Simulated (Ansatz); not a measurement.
# PH2 (SMILES [PH2]): levels of theory compared

Aim: a comparison of 6 runs (UHF/3-21G, U-r2SCAN/3-21G, U-revPBE/3-21G, UPBE/6-31G*, RPA@PBE/3-21G, UCCSDT(Q)/3-21G) of PH2. 

Program for the calculation: Ansatz 0.2.0.

46 further runs of the same task are left out: 46 set aside as unsound or not needed.

**1. The system as given**

PH2 has 3 atoms, charge 0, and is taken as a doublet. As SMILES, `[PH2]`. The H3–P1 distance was set to 2.088 Å, away from the relaxed value. At this shape a bond of the SMILES string is far longer than usual.

Bond lengths: P1–H2 1.392 Å. A long bond or contact: P1–H3 2.088 Å.

**2. A single-point energy at UHF/3-21G (run 1)**

input.yaml

```yaml
crystal:
  periodic: [false, false, false]
  atoms:
    - {symbol: P, position_ang: [1.084717, -0.091807, 0.591583]}
    - {symbol: H, position_ang: [0.681757, 1.238303, 0.511323]}
    - {symbol: H, position_ang: [-0.625980, -0.724620, -0.425100]}
basis:
  gaussian: {orbitals: 3-21G.json}
magnetization: {spin_polarized: true, initial_magnetization: 1}
hamiltonian: {xc: hf}
accuracy: high
```

The basis set 3-21G is read from a file made from the Basis Set Exchange's data (not shown).

Run with:

```console
$ ansatz run input.yaml --threads 1 --pin off --max-ram 2610MiB --events-out events.jsonl --progress --plain --runs-dir runs
```

Standard output:

```text
Warning: RAYON_NUM_THREADS=1 ignored (pool sized by the plan → 1); use --threads N
Functional definition: HF
  name "HF"
  exchange = exact_x
  correlation = 0
318 factors; integrals over basis functions are off by at most 3.8e-9 eV
mean field evaluation 1: about -9253.0657 eV, gradient 4.5e0 eV
mean field evaluation 2: about -9253.0653 eV, gradient 4.5e0 eV
mean field evaluation 4: about -9253.3146 eV, gradient 7.3e-1 eV
mean field evaluation 8: about -9253.2575 eV, gradient 1.6e-1 eV
mean field evaluation 16: about -9253.7175 eV, gradient 1.1e-8 eV
mean field evaluation 32: about -9252.9268 eV, gradient 2.8e0 eV
mean field evaluation 64: about -9253.3862 eV, gradient 1.0e0 eV
mean field -9253.71751383 eV, -340.0678462384 hartree, gradient 1.2e-8 eV, S^2 1.257806; 4 other end points of the search recorded, 0 dependent functions left out
reference -9253.71751383 eV, -340.0678462384 hartree; 9, 8 occupied and 8, 9 virtual orbitals, 318 factors
Total energy: -9253.71751383 eV, -340.0678462384 hartree
```

It took 0.16 s on 1 thread of Arm Neoverse V1, shared host.

**3. A single-point energy at U-r2SCAN/3-21G (run 2)**

run.yaml

```yaml
crystal:
  periodic: [false, false, false]
  atoms:
    - {symbol: P, position_ang: [1.084717, -0.091807, 0.591583]}
    - {symbol: H, position_ang: [0.681757, 1.238303, 0.511323]}
    - {symbol: H, position_ang: [-0.625980, -0.724620, -0.425100]}
basis:
  gaussian:
    orbitals: 3-21G.json
magnetization:
  spin_polarized: true
  initial_magnetization: 1
hamiltonian:
  xc: r2scan
accuracy: high
```

The basis set 3-21G is read from a file made from the Basis Set Exchange's data (not shown).

Run with:

```console
$ ansatz run run.yaml --threads 1 --pin off --max-ram 2610MiB --events-out events.jsonl --progress --plain --runs-dir runs
```

Standard output:

```text
Warning: RAYON_NUM_THREADS=1 ignored (pool sized by the plan → 1); use --threads N
Functional definition: r2SCAN
  name "r2SCAN"
  parameter k0 = 0.174
  parameter k1 = 0.065
  parameter a1 = 4.9479
  exchange = r2scan_x(k0 = k0, k1 = k1, a1 = a1)
  correlation = r2scan_c
318 factors; integrals over basis functions are off by at most 3.8e-9 eV
mean field evaluation 1: about -9269.2484 eV, gradient 2.8e0 eV
mean field evaluation 2: about -9269.1487 eV, gradient 4.3e0 eV
mean field evaluation 4: about -9269.3379 eV, gradient 3.3e-1 eV
mean field evaluation 8: about -9269.3353 eV, gradient 4.6e-2 eV
mean field evaluation 16: about -9269.3356 eV, gradient 4.9e-5 eV
mean field -9269.33556065 eV, -340.6417988726 hartree, gradient 4.8e-8 eV, S^2 0.793531; 2 other end points of the search recorded, 0 dependent functions left out
reference -9269.33556155 eV, -340.6417989055 hartree; 9, 8 occupied and 8, 9 virtual orbitals, 318 factors
Total energy: -9269.33556155 eV, -340.6417989055 hartree
```

Run time: 2.7 s. Hardware: 1 thread of Arm Neoverse V1, shared host; peak memory 0.15 GiB.

Runs 3 to 5 aren't shown in full; the table further down has their settings and results.

**4. A single-point energy at UCCSDT(Q)/3-21G (run 6)**

run.yaml

```yaml
basis:
  gaussian:
    orbitals: 3-21G.json
crystal:
  periodic: [false, false, false]
  atoms:
    - {symbol: P, position_ang: [1.084717, -0.091807, 0.591583]}
    - {symbol: H, position_ang: [0.681757, 1.238303, 0.511323]}
    - {symbol: H, position_ang: [-0.625980, -0.724620, -0.425100]}
accuracy: high
correlation:
  method: ccsdt_q
  frozen_orbitals: {H: 0, P: 5}
magnetization:
  spin_polarized: true
  initial_magnetization: 1
scf:
  omitted_lower_state_checks: [cluster_reference, increment]
```

The basis set 3-21G is read from a file made from the Basis Set Exchange's data (not shown).

Run with:

```console
$ ansatz run run.yaml --threads 1 --pin off --max-ram 2610MiB --events-out events.jsonl --progress --plain --runs-dir runs
```

Standard output, shortened:

```text
Warning: RAYON_NUM_THREADS=1 ignored (pool sized by the plan → 1); use --threads N
Functional definition: HF
  name "HF"
[...]
318 factors; integrals over basis functions are off by at most 3.8e-9 eV
[...]
mean field -9253.71751383 eV, -340.0678462384 hartree, gradient 1.2e-8 eV, S^2 1.257806; 3 other end points of the search recorded, 0 dependent functions left out
5 core orbitals not correlated: weight in the atoms' cores, before any rotation towards them, 1.000 or more for the frozen orbitals, at most 0.000 for the correlated occupied ones
reference -9253.71751383 eV, -340.0678462384 hartree; 4, 3 occupied and 8, 9 virtual orbitals, 318 factors
second order -1.07800791 eV of doubles, -0.00000000 eV of singles
cycle   1  -1.36243493 eV  change   -2.8e-1 eV  update   6.2e-2
[...]
cycle  35  -1.98645290 eV  change   2.2e-10 eV  update  4.7e-10
perturbative correction -0.00190123 eV, -0.0000698690 hartree
Total energy: -9255.70586796 eV, -340.1409169049 hartree
Checks for a lower state left out: cluster_reference, increment
```

It took 1.7 s on 1 thread of Arm Neoverse V1, shared host.

**5. Overview of the runs**

| run | level | frozen core orbitals | energy (Eh) | ⟨S²⟩ | wall time |
| --- | --- | --- | --- | --- | --- |
| 1 | UHF/3-21G | – | -340.067846 | 1.258 | 0.16 s |
| 2 | U-r2SCAN/3-21G | – | -340.641799 | 0.794 | 2.7 s |
| 3 | U-revPBE/3-21G | – | -340.628277 | 0.764 | 0.89 s |
| 4 | UPBE/6-31G* (spherical functions) | – | -342.252191 | 0.764 | 1.2 s |
| 5 | RPA@PBE/3-21G | 5 | -340.179260 | 0.764 | 1 s |
| 6 | UCCSDT(Q)/3-21G | 5 | -340.140917 | 1.258 | 1.7 s |

**6. Results**

```
                                          quantity          value
                               run 6: total energy  -340.14092 Eh
run 6: correlation energy (5 core orbitals frozen)      -73.1 mEh
          run 6: ⟨S²⟩ of the reference determinant          1.258
                              run 6: T1 diagnostic          0.089
```

**Reading.** Totals of different functionals can't be ranked against each other. Spin contamination of the reference: run 1 ⟨S²⟩ = 1.26, run 6 ⟨S²⟩ = 1.26. All runs together took 7.7 s, the longest 2.7 s.
